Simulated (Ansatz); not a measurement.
# C2H4N: the cost of one run

Method: the levels named in each step, in Ansatz 0.2.0.

## (1) The starting structure

Bond lengths: C1–N2 1.138 Å, C1–H4 1.058 Å, C3–H5 1.068 Å, C3–H6 1.068 Å, C3–H7 1.068 Å. Angles: N2–C1–H4 179.9°, H5–C3–H6 119.7°, H5–C3–H7 120.1°, H6–C3–H7 120.0°.

As a file:

```xyz
7

C    -0.0253   -0.6298    0.9148
N    -0.8433   -0.0713    1.4748
C     0.7565    0.6428   -2.1286
H     0.7357   -1.1477    0.3924
H    -0.3106    0.6775   -2.1357
H     1.2994    1.1933   -1.3920
H     1.2804    0.1132   -2.8942
```

## (2) A rough first relaxation, PBE-D4/def2-SVP

This run stands in another session on the same molecule. It ended at:

```xyz
7

C    -0.1734   -0.5304    0.9326
N    -0.5411   -0.8866    1.9822
C     0.8475    0.5815   -2.1186
H     0.1697   -0.1924   -0.0535
H    -0.1881    0.7993   -2.4156
H     1.4656    1.3733   -1.6723
H     1.3125   -0.3667   -2.4234
```

## (3) Relaxation, HF/STO-3G

Contents of input.yaml:

```yaml
crystal:
  periodic: [false, false, false]
  atoms:
    - { symbol: C, position_ang: [-0.17339097, -0.53040255, 0.93256775] }
    - { symbol: "N", position_ang: [-0.54105511, -0.88661006, 1.98223259] }
    - { symbol: C, position_ang: [0.84749057, 0.58153437, -2.11864217] }
    - { symbol: H, position_ang: [0.16972402, -0.19243043, -0.05350669] }
    - { symbol: H, position_ang: [-0.18811132, 0.79934923, -2.41558116] }
    - { symbol: H, position_ang: [1.46561723, 1.37326133, -1.67234912] }
    - { symbol: H, position_ang: [1.31252559, -0.3666619, -2.42338121] }
magnetization:
  spin_polarized: true
  initial_magnetization: 1
basis:
  gaussian: { orbitals: STO-3G }
hamiltonian:
  xc: hf
relax:
  f_tol: 0.002
  max_steps: 150
```

Run with:

```console
ansatz run input.yaml --threads 2 --pin off --max-ram 5120MiB --backend cpu --events-out ev --progress --plain --runs-dir out
```

**Question.** How long does this run take on 2 threads of AMD EPYC (Zen 3), shared host, and how much memory does it need?

About 16 s, with a peak of 0.096 GiB.
